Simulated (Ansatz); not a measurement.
Relaxation of CH2NaS (5 atoms, charge 0, multiplicity 2), to a largest force component of 0.015 eV/Å in at most 40 steps.

Computed with UKS r2SCANh-D4/6-31G* in Ansatz.

```xyz
5
Properties=species:S:1:pos:R:3:forces:R:3
C -0.698 0.324 -0.369 -0.64 0.04 -0.42
S 0.658 0.540 0.550 1.31 0.24 0.89
Na 1.377 2.852 1.560 -0.10 -0.15 -0.10
H -0.646 0.424 -1.440 -0.17 -0.03 -0.36
H -1.640 0.103 0.102 -0.40 -0.10 -0.02
```

Where does it end, and by what steps?

The forces met the threshold. After 11 steps the energy has fallen by 0.295 eV; Na3 moved furthest, 1.00 Å. Joined: C1–Na3.

```json
{"step": "0", "energy less start (eV)": "0.0000", "largest force component (eV/Å)": "1.311", "accepted": "yes"}
{"step": "1", "energy less start (eV)": "0.0378", "largest force component (eV/Å)": "1.110", "accepted": "no"}
{"step": "2", "energy less start (eV)": "-0.0041", "largest force component (eV/Å)": "1.192", "accepted": "yes"}
{"step": "3", "energy less start (eV)": "-0.0598", "largest force component (eV/Å)": "0.190", "accepted": "yes"}
{"step": "4", "energy less start (eV)": "-0.0905", "largest force component (eV/Å)": "0.377", "accepted": "yes"}
{"step": "5", "energy less start (eV)": "-0.1241", "largest force component (eV/Å)": "0.416", "accepted": "yes"}
{"step": "6", "energy less start (eV)": "-0.1829", "largest force component (eV/Å)": "0.266", "accepted": "yes"}
{"step": "7", "energy less start (eV)": "-0.2573", "largest force component (eV/Å)": "0.236", "accepted": "yes"}
{"step": "8", "energy less start (eV)": "-0.2868", "largest force component (eV/Å)": "0.327", "accepted": "yes"}
{"step": "9", "energy less start (eV)": "-0.2866", "largest force component (eV/Å)": "0.137", "accepted": "no"}
{"step": "10", "energy less start (eV)": "-0.2946", "largest force component (eV/Å)": "0.039", "accepted": "yes"}
{"step": "11", "energy less start (eV)": "-0.2947", "largest force component (eV/Å)": "0.014", "accepted": "yes"}
```

```xyz
5
Properties=species:S:1:pos:R:3
C -0.512 0.605 -0.183
S 0.917 0.008 0.605
Na 0.645 2.482 0.991
H -0.509 0.746 -1.265
H -1.491 0.403 0.255
```

The run took 68 s on 1 thread of Arm Neoverse V2, with other jobs on the host, peak memory 0.2 GiB.
